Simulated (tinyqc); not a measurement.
Worked calculation (part 2 of 2): UKS/LDA (VWN5) in the sto-6g basis, for NH, spin multiplicity 3. Computed by tinyqc, a small Python program that keeps every step (integrals from PySCF). Command: `OMP_NUM_THREADS=1 python tinyqc.py 21141 21142 out.jsonl` (the two numbers bound the seeds that draw the settings). One thread of a shared host (Intel(R) Xeon(R) Processor @ 2.60GHz), about 2 s of CPU time with the checks.

Geometry (angstrom):
```
atom         x         y         z
N     0.000000  0.000000  0.000000
H     0.000000  0.000000  1.811000
```

## Iteration 2: building the Kohn-Sham matrix

D(alpha) after iteration 1, order 1N 1s, 1N 2s, 1N 2px, 1N 2py, 1N 2pz, 2H 1s:
$$\begin{pmatrix}
1.055057 & -0.240265 & 0.000000 & 0.000000 & 0.020361 & -0.001778 \\
-0.240265 & 1.049727 & 0.000000 & 0.000000 & -0.099111 & -0.015778 \\
0.000000 & 0.000000 & 1.000000 & 0.000000 & 0.000000 & 0.000000 \\
0.000000 & 0.000000 & 0.000000 & 1.000000 & 0.000000 & 0.000000 \\
0.020361 & -0.099111 & 0.000000 & 0.000000 & 0.510566 & 0.427062 \\
-0.001778 & -0.015778 & 0.000000 & 0.000000 & 0.427062 & 0.361599
\end{pmatrix}$$

D(beta) after iteration 1, order 1N 1s, 1N 2s, 1N 2px, 1N 2py, 1N 2pz, 2H 1s:
$$\begin{pmatrix}
1.055039 & -0.240331 & 0.000000 & 0.000000 & 0.022553 & -0.000122 \\
-0.240331 & 1.050844 & 0.000000 & 0.000000 & -0.106656 & -0.027719 \\
0.000000 & 0.000000 & 0.000000 & 0.000000 & 0.000000 & 0.000000 \\
0.000000 & 0.000000 & 0.000000 & 0.000000 & 0.000000 & 0.000000 \\
0.022553 & -0.106656 & 0.000000 & 0.000000 & 0.423970 & 0.432997 \\
-0.000122 & -0.027719 & 0.000000 & 0.000000 & 0.432997 & 0.448678
\end{pmatrix}$$

core Hamiltonian H = T + V (hartree), order 1N 1s, 1N 2s, 1N 2px, 1N 2py, 1N 2pz, 2H 1s:
$$\begin{pmatrix}
-24.729269 & -5.392837 & 0.000000 & 0.000000 & -0.005235 & -0.225583 \\
-5.392837 & -6.484488 & 0.000000 & 0.000000 & -0.063072 & -0.704741 \\
0.000000 & 0.000000 & -5.206025 & 0.000000 & 0.000000 & 0.000000 \\
0.000000 & 0.000000 & 0.000000 & -5.206025 & 0.000000 & 0.000000 \\
-0.005235 & -0.063072 & 0.000000 & 0.000000 & -5.235325 & -0.667157 \\
-0.225583 & -0.704741 & 0.000000 & 0.000000 & -0.667157 & -2.514245
\end{pmatrix}$$

Two-electron integrals (ij|kl) in chemists' order, unique and non-zero (hartree):
```
(11|11) 4.168742   (21|11) 0.583648   (21|21) 0.104114   (22|11) 0.968487
(22|21) 0.214450   (22|22) 0.708398   (31|31) 0.022075   (32|31) 0.033611
(32|32) 0.156576   (33|11) 0.968488   (33|21) 0.214450   (33|22) 0.708398
(33|33) 0.763241   (41|41) 0.022075   (42|41) 0.033611   (42|42) 0.156576
(43|43) 0.041133   (44|11) 0.968488   (44|21) 0.214450   (44|22) 0.708398
(44|33) 0.680975   (44|44) 0.763241   (51|51) 0.022075   (52|51) 0.033611
(52|52) 0.156576   (53|53) 0.041133   (54|54) 0.041133   (55|11) 0.968488
(55|21) 0.214450   (55|22) 0.708398   (55|33) 0.680975   (55|44) 0.680975
(55|55) 0.763241   (61|11) 0.025578   (61|21) 0.004387   (61|22) 0.008885
(61|33) 0.008862   (61|44) 0.008862   (61|51) 0.000248   (61|52) 0.000494
(61|55) 0.008930   (61|61) 0.000189   (62|11) 0.086986   (62|21) 0.019648
(62|22) 0.075101   (62|33) 0.073496   (62|44) 0.073496   (62|51) 0.001732
(62|52) 0.014389   (62|55) 0.078311   (62|61) 0.000845   (62|62) 0.012113
(63|31) 0.001766   (63|32) 0.010883   (63|53) 0.002664   (63|63) 0.001283
(64|41) 0.001766   (64|42) 0.010883   (64|54) 0.002664   (64|64) 0.001283
(65|11) 0.081234   (65|21) 0.018545   (65|22) 0.074900   (65|33) 0.071786
(65|44) 0.071786   (65|51) 0.003075   (65|52) 0.023363   (65|55) 0.081129
(65|61) 0.000821   (65|62) 0.014398   (65|65) 0.018080   (66|11) 0.291868
(66|21) 0.066945   (66|22) 0.290589   (66|33) 0.281776   (66|44) 0.281776
(66|51) 0.005175   (66|52) 0.060877   (66|55) 0.308214   (66|61) 0.002873
(66|62) 0.069088   (66|65) 0.090575   (66|66) 0.774999
```

nuclear repulsion = 2.04541164 hartree

V_xc(alpha) (hartree), order 1N 1s, 1N 2s, 1N 2px, 1N 2py, 1N 2pz, 2H 1s:
$$\begin{pmatrix}
-2.558665 & -0.327406 & 0.000000 & 0.000000 & 0.001310 & -0.014708 \\
-0.327406 & -0.691482 & 0.000000 & 0.000000 & 0.004943 & -0.068988 \\
0.000000 & 0.000000 & -0.696505 & 0.000000 & 0.000000 & 0.000000 \\
0.000000 & 0.000000 & 0.000000 & -0.696505 & 0.000000 & 0.000000 \\
0.001310 & 0.004943 & 0.000000 & 0.000000 & -0.675857 & -0.069323 \\
-0.014708 & -0.068988 & 0.000000 & 0.000000 & -0.069323 & -0.395464
\end{pmatrix}$$

V_xc(beta) (hartree), order 1N 1s, 1N 2s, 1N 2px, 1N 2py, 1N 2pz, 2H 1s:
$$\begin{pmatrix}
-2.527294 & -0.303751 & 0.000000 & 0.000000 & 0.001874 & -0.013814 \\
-0.303751 & -0.570195 & 0.000000 & 0.000000 & 0.008037 & -0.062037 \\
0.000000 & 0.000000 & -0.553490 & 0.000000 & 0.000000 & 0.000000 \\
0.000000 & 0.000000 & 0.000000 & -0.553490 & 0.000000 & 0.000000 \\
0.001874 & 0.008037 & 0.000000 & 0.000000 & -0.599111 & -0.065957 \\
-0.013814 & -0.062037 & 0.000000 & 0.000000 & -0.065957 & -0.409618
\end{pmatrix}$$

E_xc = sum of w rho eps_xc = -6.69375244 hartree

J_ij = sum D_kl (ij|kl) with D = D(alpha) + D(beta); F = H + J + V_xc; E = tr D H + tr D J / 2 + E_xc + E_nn.

Coulomb J (hartree), order 1N 1s, 1N 2s, 1N 2px, 1N 2py, 1N 2pz, 2H 1s:
$$\begin{pmatrix}
13.480446 & 2.295677 & 0.000000 & 0.000000 & -0.002607 & 0.097974 \\
2.295677 & 5.762058 & 0.000000 & 0.000000 & 0.026709 & 0.616512 \\
0.000000 & 0.000000 & 5.751496 & 0.000000 & 0.000000 & 0.000000 \\
0.000000 & 0.000000 & 0.000000 & 5.751496 & 0.000000 & 0.000000 \\
-0.002607 & 0.026709 & 0.000000 & 0.000000 & 5.783185 & 0.624194 \\
0.097974 & 0.616512 & 0.000000 & 0.000000 & 0.624194 & 2.766650
\end{pmatrix}$$

F(alpha) (hartree), order 1N 1s, 1N 2s, 1N 2px, 1N 2py, 1N 2pz, 2H 1s:
$$\begin{pmatrix}
-13.807488 & -3.424566 & 0.000000 & 0.000000 & -0.006532 & -0.142317 \\
-3.424566 & -1.413911 & 0.000000 & 0.000000 & -0.031420 & -0.157217 \\
0.000000 & 0.000000 & -0.151034 & 0.000000 & 0.000000 & 0.000000 \\
0.000000 & 0.000000 & 0.000000 & -0.151034 & 0.000000 & 0.000000 \\
-0.006532 & -0.031420 & 0.000000 & 0.000000 & -0.127996 & -0.112286 \\
-0.142317 & -0.157217 & 0.000000 & 0.000000 & -0.112286 & -0.143059
\end{pmatrix}$$

F(beta) (hartree), order 1N 1s, 1N 2s, 1N 2px, 1N 2py, 1N 2pz, 2H 1s:
$$\begin{pmatrix}
-13.776118 & -3.400911 & 0.000000 & 0.000000 & -0.005968 & -0.141423 \\
-3.400911 & -1.292624 & 0.000000 & 0.000000 & -0.028326 & -0.150267 \\
0.000000 & 0.000000 & -0.008019 & 0.000000 & 0.000000 & 0.000000 \\
0.000000 & 0.000000 & 0.000000 & -0.008019 & 0.000000 & 0.000000 \\
-0.005968 & -0.028326 & 0.000000 & 0.000000 & -0.051251 & -0.108920 \\
-0.141423 & -0.150267 & 0.000000 & 0.000000 & -0.108920 & -0.157214
\end{pmatrix}$$

total energy of this density = -54.41890437 hartree

## Iteration 2: DIIS over 2 matrices

error matrix X^T (FDS - SDF) X (alpha):
$$\begin{pmatrix}
0.000000 & 0.000879 & 0.000000 & 0.000000 & 0.003650 & -0.004403 \\
-0.000879 & 0.000000 & 0.000000 & 0.000000 & 0.013170 & -0.014131 \\
0.000000 & 0.000000 & 0.000000 & 0.000000 & 0.000000 & 0.000000 \\
0.000000 & 0.000000 & 0.000000 & 0.000000 & 0.000000 & 0.000000 \\
-0.003650 & -0.013170 & 0.000000 & 0.000000 & 0.000000 & 0.007287 \\
0.004403 & 0.014131 & 0.000000 & 0.000000 & -0.007287 & 0.000000
\end{pmatrix}$$

B (overlaps of the stored error matrices):
$$\begin{pmatrix}
6.5959554e-02 & 2.9463705e-03 \\
2.9463705e-03 & 4.0042385e-03
\end{pmatrix}$$

Minimise |sum c_i e_i|^2 with sum c_i = 1: solve [B -1; -1 0][c; lambda] = [0; -1] with B_ij = tr e_i^T e_j summed over both spins, and take F = sum c_i F_i.

DIIS coefficients: [0.016511, 0.983489]

extrapolated F(alpha) (hartree), order 1N 1s, 1N 2s, 1N 2px, 1N 2py, 1N 2pz, 2H 1s:
$$\begin{pmatrix}
-13.809648 & -3.424699 & 0.000000 & 0.000000 & -0.006427 & -0.142323 \\
-3.424699 & -1.413829 & 0.000000 & 0.000000 & -0.030970 & -0.157192 \\
0.000000 & 0.000000 & -0.150796 & 0.000000 & 0.000000 & 0.000000 \\
0.000000 & 0.000000 & 0.000000 & -0.150796 & 0.000000 & 0.000000 \\
-0.006427 & -0.030970 & 0.000000 & 0.000000 & -0.128228 & -0.112252 \\
-0.142323 & -0.157192 & 0.000000 & 0.000000 & -0.112252 & -0.142980
\end{pmatrix}$$

extrapolated F(beta) (hartree), order 1N 1s, 1N 2s, 1N 2px, 1N 2py, 1N 2pz, 2H 1s:
$$\begin{pmatrix}
-13.772476 & -3.400699 & 0.000000 & 0.000000 & -0.005872 & -0.141410 \\
-3.400699 & -1.293261 & 0.000000 & 0.000000 & -0.027923 & -0.150235 \\
0.000000 & 0.000000 & -0.008864 & 0.000000 & 0.000000 & 0.000000 \\
0.000000 & 0.000000 & 0.000000 & -0.008864 & 0.000000 & 0.000000 \\
-0.005872 & -0.027923 & 0.000000 & 0.000000 & -0.051466 & -0.108822 \\
-0.141410 & -0.150235 & 0.000000 & 0.000000 & -0.108822 & -0.156157
\end{pmatrix}$$

## Iteration 2: diagonalisation and new density

X, order 1N 1s, 1N 2s, 1N 2px, 1N 2py, 1N 2pz, 2H 1s:
$$\begin{pmatrix}
1.020692 & -0.119785 & 0.000000 & 0.000000 & -0.001218 & 0.008510 \\
-0.119785 & 1.029336 & 0.000000 & 0.000000 & 0.009449 & -0.077274 \\
0.000000 & 0.000000 & 1.000000 & 0.000000 & 0.000000 & 0.000000 \\
0.000000 & 0.000000 & 0.000000 & 1.000000 & 0.000000 & 0.000000 \\
-0.001218 & 0.009449 & 0.000000 & 0.000000 & 1.010139 & -0.083273 \\
0.008510 & -0.077274 & 0.000000 & 0.000000 & -0.083273 & 1.018639
\end{pmatrix}$$

Diagonalise F' = X^T F X, C = X C', fill 5 alpha and 3 beta electrons from the bottom; D(s) = C_occ C_occ^T. Each column has its largest component positive (the first on a tie).

F' = X^T F X (alpha) (hartree):
$$\begin{pmatrix}
-13.572074 & -1.775889 & 0.000000 & 0.000000 & -0.007837 & 0.011068 \\
-1.775889 & -0.830540 & 0.000000 & 0.000000 & -0.020161 & -0.071298 \\
0.000000 & 0.000000 & -0.150796 & 0.000000 & 0.000000 & 0.000000 \\
0.000000 & 0.000000 & 0.000000 & -0.150796 & 0.000000 & 0.000000 \\
-0.007837 & -0.020161 & 0.000000 & 0.000000 & -0.113373 & -0.092651 \\
0.011068 & -0.071298 & 0.000000 & 0.000000 & -0.092651 & -0.113254
\end{pmatrix}$$

orbital energies (alpha) (hartree): MO1 -13.814972, MO2 -0.600596, MO3 -0.195606, MO4 -0.150796, MO5 -0.150796, MO6 -0.018067

coefficients C (alpha), order 1N 1s, 1N 2s, 1N 2px, 1N 2py, 1N 2pz, 2H 1s:
$$\begin{pmatrix}
0.995043 & -0.251892 & 0.045155 & 0.000000 & 0.000000 & 0.025201 \\
0.020820 & 1.008839 & -0.209682 & 0.000000 & 0.000000 & -0.133358 \\
0.000000 & 0.000000 & 0.000000 & 0.889260 & 0.457403 & 0.000000 \\
0.000000 & 0.000000 & 0.000000 & -0.457403 & 0.889260 & 0.000000 \\
0.000854 & 0.065284 & 0.671822 & 0.000000 & 0.000000 & -0.756173 \\
-0.002195 & 0.079525 & 0.638104 & 0.000000 & 0.000000 & 0.798183
\end{pmatrix}$$

F' = X^T F X (beta) (hartree):
$$\begin{pmatrix}
-13.537487 & -1.769681 & 0.000000 & 0.000000 & -0.007644 & 0.010556 \\
-1.769681 & -0.709287 & 0.000000 & 0.000000 & -0.016153 & -0.072496 \\
0.000000 & 0.000000 & -0.008864 & 0.000000 & 0.000000 & 0.000000 \\
0.000000 & 0.000000 & 0.000000 & -0.008864 & 0.000000 & 0.000000 \\
-0.007644 & -0.016153 & 0.000000 & 0.000000 & -0.035659 & -0.094647 \\
0.010556 & -0.072496 & 0.000000 & 0.000000 & -0.094647 & -0.127326
\end{pmatrix}$$

orbital energies (beta) (hartree): MO1 -13.777148, MO2 -0.487289, MO3 -0.170452, MO4 -0.008864, MO5 -0.008864, MO6 0.025130

coefficients C (beta), order 1N 1s, 1N 2s, 1N 2px, 1N 2py, 1N 2pz, 2H 1s:
$$\begin{pmatrix}
0.995383 & -0.246980 & 0.063475 & 0.000000 & 0.000000 & -0.020466 \\
0.019444 & 0.991684 & -0.290791 & 0.000000 & 0.000000 & 0.107549 \\
0.000000 & 0.000000 & 0.000000 & -0.285453 & 0.958393 & 0.000000 \\
0.000000 & 0.000000 & 0.000000 & 0.958393 & 0.285453 & 0.000000 \\
0.000781 & 0.069915 & 0.478962 & 0.000000 & 0.000000 & 0.890568 \\
-0.002046 & 0.140457 & 0.796346 & 0.000000 & 0.000000 & -0.629844
\end{pmatrix}$$

D(alpha) after iteration 2, order 1N 1s, 1N 2s, 1N 2px, 1N 2py, 1N 2pz, 2H 1s:
$$\begin{pmatrix}
1.055600 & -0.242870 & 0.000000 & 0.000000 & 0.014742 & 0.006597 \\
-0.242870 & 1.062157 & 0.000000 & 0.000000 & -0.074990 & -0.053616 \\
0.000000 & 0.000000 & 1.000000 & 0.000000 & 0.000000 & 0.000000 \\
0.000000 & 0.000000 & 0.000000 & 1.000000 & 0.000000 & 0.000000 \\
0.014742 & -0.074990 & 0.000000 & 0.000000 & 0.455608 & 0.433882 \\
0.006597 & -0.053616 & 0.000000 & 0.000000 & 0.433882 & 0.413506
\end{pmatrix}$$

D(beta) after iteration 2, order 1N 1s, 1N 2s, 1N 2px, 1N 2py, 1N 2pz, 2H 1s:
$$\begin{pmatrix}
1.055816 & -0.244030 & 0.000000 & 0.000000 & 0.013912 & 0.013822 \\
-0.244030 & 1.068374 & 0.000000 & 0.000000 & -0.069929 & -0.092321 \\
0.000000 & 0.000000 & 0.000000 & 0.000000 & 0.000000 & 0.000000 \\
0.000000 & 0.000000 & 0.000000 & 0.000000 & 0.000000 & 0.000000 \\
0.013912 & -0.069929 & 0.000000 & 0.000000 & 0.234293 & 0.391237 \\
0.013822 & -0.092321 & 0.000000 & 0.000000 & 0.391237 & 0.653899
\end{pmatrix}$$

Within a degenerate level the vectors are fixed only up to a rotation; this is one choice.

## Iteration 10 (converged): orbitals

converged F(alpha) (hartree), order 1N 1s, 1N 2s, 1N 2px, 1N 2py, 1N 2pz, 2H 1s:
$$\begin{pmatrix}
-13.833806 & -3.431727 & 0.000000 & 0.000000 & -0.004405 & -0.142587 \\
-3.431727 & -1.439110 & 0.000000 & 0.000000 & -0.020282 & -0.156386 \\
0.000000 & 0.000000 & -0.171797 & 0.000000 & 0.000000 & 0.000000 \\
0.000000 & 0.000000 & 0.000000 & -0.171797 & 0.000000 & 0.000000 \\
-0.004405 & -0.020282 & 0.000000 & 0.000000 & -0.161988 & -0.109525 \\
-0.142587 & -0.156386 & 0.000000 & 0.000000 & -0.109525 & -0.078145
\end{pmatrix}$$

converged F(beta) (hartree), order 1N 1s, 1N 2s, 1N 2px, 1N 2py, 1N 2pz, 2H 1s:
$$\begin{pmatrix}
-13.796400 & -3.403286 & 0.000000 & 0.000000 & -0.003755 & -0.141486 \\
-3.403286 & -1.293855 & 0.000000 & 0.000000 & -0.017910 & -0.149647 \\
0.000000 & 0.000000 & -0.014174 & 0.000000 & 0.000000 & 0.000000 \\
0.000000 & 0.000000 & 0.000000 & -0.014174 & 0.000000 & 0.000000 \\
-0.003755 & -0.017910 & 0.000000 & 0.000000 & -0.042777 & -0.107656 \\
-0.141486 & -0.149647 & 0.000000 & 0.000000 & -0.107656 & -0.167144
\end{pmatrix}$$

As before.

F' = X^T F X (alpha) (hartree):
$$\begin{pmatrix}
-13.595890 & -1.777315 & 0.000000 & 0.000000 & -0.007005 & 0.011301 \\
-1.777315 & -0.855489 & 0.000000 & 0.000000 & -0.009717 & -0.074444 \\
0.000000 & 0.000000 & -0.171797 & 0.000000 & 0.000000 & 0.000000 \\
0.000000 & 0.000000 & 0.000000 & -0.171797 & 0.000000 & 0.000000 \\
-0.007005 & -0.009717 & 0.000000 & 0.000000 & -0.147635 & -0.093280 \\
0.011301 & -0.074444 & 0.000000 & 0.000000 & -0.093280 & -0.046816
\end{pmatrix}$$

orbital energies (alpha) (hartree): MO1 -13.839189, MO2 -0.622979, MO3 -0.198344, MO4 -0.171797, MO5 -0.171797, MO6 0.014682

coefficients C (alpha), order 1N 1s, 1N 2s, 1N 2px, 1N 2py, 1N 2pz, 2H 1s:
$$\begin{pmatrix}
0.995014 & -0.253346 & 0.029819 & 0.000000 & 0.000000 & 0.033286 \\
0.020936 & 1.015178 & -0.138921 & 0.000000 & 0.000000 & -0.172093 \\
0.000000 & 0.000000 & 0.000000 & 0.030612 & 0.999531 & 0.000000 \\
0.000000 & 0.000000 & 0.000000 & 0.999531 & -0.030612 & 0.000000 \\
0.000690 & 0.043375 & 0.837052 & 0.000000 & 0.000000 & -0.569971 \\
-0.002176 & 0.058482 & 0.427381 & 0.000000 & 0.000000 & 0.929797
\end{pmatrix}$$

F' = X^T F X (beta) (hartree):
$$\begin{pmatrix}
-13.561793 & -1.769416 & 0.000000 & 0.000000 & -0.006648 & 0.010222 \\
-1.769416 & -0.709594 & 0.000000 & 0.000000 & -0.006132 & -0.071808 \\
0.000000 & 0.000000 & -0.014174 & 0.000000 & 0.000000 & 0.000000 \\
0.000000 & 0.000000 & 0.000000 & -0.014174 & 0.000000 & 0.000000 \\
-0.006648 & -0.006132 & 0.000000 & 0.000000 & -0.026880 & -0.093999 \\
0.010222 & -0.071808 & 0.000000 & 0.000000 & -0.093999 & -0.138834
\end{pmatrix}$$

orbital energies (beta) (hartree): MO1 -13.800949, MO2 -0.486964, MO3 -0.177785, MO4 -0.014174, MO5 -0.014174, MO6 0.028597

coefficients C (beta), order 1N 1s, 1N 2s, 1N 2px, 1N 2py, 1N 2pz, 2H 1s:
$$\begin{pmatrix}
0.995450 & -0.247106 & 0.061206 & 0.000000 & 0.000000 & -0.022509 \\
0.019173 & 0.993228 & -0.282560 & 0.000000 & 0.000000 & 0.115029 \\
0.000000 & 0.000000 & 0.000000 & 0.019701 & 0.999806 & 0.000000 \\
0.000000 & 0.000000 & 0.000000 & 0.999806 & -0.019701 & 0.000000 \\
0.000604 & 0.047213 & 0.444797 & 0.000000 & 0.000000 & 0.909577 \\
-0.001996 & 0.141709 & 0.821895 & 0.000000 & 0.000000 & -0.595824
\end{pmatrix}$$

D(alpha) after iteration 10, order 1N 1s, 1N 2s, 1N 2px, 1N 2py, 1N 2pz, 2H 1s:
$$\begin{pmatrix}
1.055127 & -0.240502 & 0.000000 & 0.000000 & 0.014658 & -0.004237 \\
-0.240502 & 1.050325 & 0.000000 & 0.000000 & -0.072237 & -0.000048 \\
0.000000 & 0.000000 & 1.000000 & 0.000000 & 0.000000 & 0.000000 \\
0.000000 & 0.000000 & 0.000000 & 1.000000 & 0.000000 & 0.000000 \\
0.014658 & -0.072237 & 0.000000 & 0.000000 & 0.702539 & 0.360275 \\
-0.004237 & -0.000048 & 0.000000 & 0.000000 & 0.360275 & 0.186079
\end{pmatrix}$$

D(beta) after iteration 10, order 1N 1s, 1N 2s, 1N 2px, 1N 2py, 1N 2pz, 2H 1s:
$$\begin{pmatrix}
1.055728 & -0.243642 & 0.000000 & 0.000000 & 0.016159 & 0.013301 \\
-0.243642 & 1.066709 & 0.000000 & 0.000000 & -0.078776 & -0.091523 \\
0.000000 & 0.000000 & 0.000000 & 0.000000 & 0.000000 & 0.000000 \\
0.000000 & 0.000000 & 0.000000 & 0.000000 & 0.000000 & 0.000000 \\
0.016159 & -0.078776 & 0.000000 & 0.000000 & 0.200074 & 0.372266 \\
0.013301 & -0.091523 & 0.000000 & 0.000000 & 0.372266 & 0.695597
\end{pmatrix}$$

Within a degenerate level the vectors are fixed only up to a rotation; this is one choice.

## Convergence

Stop when the energy changes by less than 1e-10 hartree and every element of the error matrix X^T (F D S - S D F) X (for each spin) is below 3e-06.

Course of the cycle:
```
iteration   E (hartree)     change  largest element of the error matrix
1          -54.50612266          -                             1.43e-01
2          -54.41890437   8.72e-02                             3.73e-02
3          -54.40647274   1.24e-02                             1.01e-01
4          -54.42514832  -1.87e-02                             1.70e-02
5          -54.42687034  -1.72e-03                             7.95e-03
6          -54.42795115  -1.08e-03                             2.33e-03
7          -54.42796519  -1.40e-05                             3.45e-04
8          -54.42796575  -5.60e-07                             6.69e-05
9          -54.42796578  -2.24e-08                             1.26e-06
10         -54.42796578  -8.78e-12                             2.31e-08
```

PySCF UKS in the same basis, fine grid, after a stability check = -54.43589762 hartree

Converged in 10 iterations. The coarse grid moves the energy by +7.93e-03 hartree.

## Populations, bond orders and dipole

overlap S, order 1N 1s, 1N 2s, 1N 2px, 1N 2py, 1N 2pz, 2H 1s:
$$\begin{pmatrix}
1.000000 & 0.229416 & 0.000000 & 0.000000 & 0.000000 & 0.009526 \\
0.229416 & 1.000000 & 0.000000 & 0.000000 & 0.000000 & 0.146518 \\
0.000000 & 0.000000 & 1.000000 & 0.000000 & 0.000000 & 0.000000 \\
0.000000 & 0.000000 & 0.000000 & 1.000000 & 0.000000 & 0.000000 \\
0.000000 & 0.000000 & 0.000000 & 0.000000 & 1.000000 & 0.161509 \\
0.009526 & 0.146518 & 0.000000 & 0.000000 & 0.161509 & 1.000000
\end{pmatrix}$$

Mulliken: Z minus the diagonal of D S on the atom; Loewdin: the same with S^(1/2) D S^(1/2); Mayer order: 2 sum_s sum (D(s) S)_ij (D(s) S)_ji over the two atoms.

Charges (e):
```
atom   Mulliken    Loewdin  Mulliken spin
1N    -0.013343  -0.008416       2.498218
2H     0.013343   0.008416      -0.498218
```

Mayer bond orders:
```
pair     order
2-1   0.751601
```

dipole moment about the origin, x y z (debye): [0.000000, 0.000000, 0.419088]

<S^2> of the determinant (pure state: 2) = 2.244041
